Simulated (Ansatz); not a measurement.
**Relaxing TaAl₂**

These are results of DFT PBE, scalar-relativistic, plane waves, PAW (Ansatz), not measurements. Cutoff 420 eV, Γ-centred k mesh, Gaussian smearing, no spin polarisation in the final step.

A relaxed cell is given with its space group left out.

```
CELL_PARAMETERS angstrom
4.80900 0.00000 0.00000
0.00000 4.80900 0.00000
0.00000 0.00000 2.77329
ATOMIC_POSITIONS crystal
Ta 0.00000 0.00000 0.50000
Al 0.50000 0.00000 0.00000
Al 0.00000 0.50000 0.00000
```

The zero of energy is the elements' standard structures at the same level; no fitted shifts are applied.

What space group does it have?

P4/mmm (No. 123). Conventional cell: a = 4.809 Å, c = 2.773 Å. Around Ta lie 2 Ta at 2.77 Å and 8 Al at 2.78 Å; Al is coordinated by 2 Al at 2.77 Å, 4 Ta at 2.78 Å and 4 Al at 3.40 Å.

How far does it lie from the elements in energy?

0.07 eV/atom.

Is it a metal?

Yes, bands cross the Fermi level on the 10×10×16 mesh.

The final run used a 10×10×16 mesh on its 3-atom cell and 0.10 eV smearing. The k mesh leaves about 4 meV/atom of noise in metals. Spin–orbit coupling is left out. The cell came from a trial start, so TaAl₂ may not exist in this structure.

Cost: 3 runs of about 1.2 core-minutes in all, on Arm Neoverse V1 (shared hosts).